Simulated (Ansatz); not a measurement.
Geometry optimisation, RKS PBE/def2-SVPD in Ansatz.

Input:

```yaml
crystal:
  periodic: [false, false, false]
  atoms:
    - { symbol: B, position_ang: [0.040546, 0.622844, -0.103885] }
    - { symbol: H, position_ang: [-0.172051, -0.612353, 1.938111] }
    - { symbol: F, position_ang: [1.257783, 0.083514, -0.244894] }
    - { symbol: H, position_ang: [-0.942056, 0.054183, -0.520181] }
    - { symbol: S, position_ang: [-0.164762, 2.321288, 0.629073] }
    - { symbol: H, position_ang: [1.154607, 2.495542, 0.923877] }
    - { symbol: H, position_ang: [-0.271267, 0.100183, 1.996] }
basis:
  gaussian: { orbitals: def2-SVPD }
hamiltonian:
  xc: pbe
relax:
  f_tol: 0.03
  max_steps: 50
```

Launched with:

```bash
$ ansatz run input.yaml --threads 2 --pin off --max-ram 3072MiB --backend cpu --events-out ev --progress --plain --runs-dir out
```

Where does it end, and by what steps?

It converged. After 13 steps the energy has fallen by 0.207 eV; H7 moved furthest, 0.78 Å.

```csv
step,energy less start (eV),largest force component (eV/Å),accepted
0,0.0000,1.949,yes
1,-0.1399,0.517,yes
2,-0.1757,0.375,yes
3,-0.1989,0.309,yes
4,-0.2035,0.258,yes
5,-0.2050,0.158,yes
6,-0.2057,0.056,yes
7,-0.2061,0.039,yes
8,-0.2063,0.078,yes
9,-0.2062,0.103,no
10,-0.2065,0.037,yes
11,-0.2067,0.102,yes
12,-0.2048,0.264,no
13,-0.2074,0.012,yes
```

```xyz
7
Properties=species:S:1:pos:R:3
B 0.078 0.832 -0.260
H -0.227 -1.082 2.305
F 1.269 0.213 -0.256
H -0.904 0.247 -0.653
S -0.084 2.538 0.304
H 1.233 2.715 0.617
H -0.462 -0.398 2.562
```

Whether the end is a true minimum wasn't checked by a vibrational analysis.

Time of the run: 11 s on 2 threads of Intel(R) Xeon(R) Platinum 8559C (Emerald Rapids), on a shared host, peak memory 0.18 GiB.
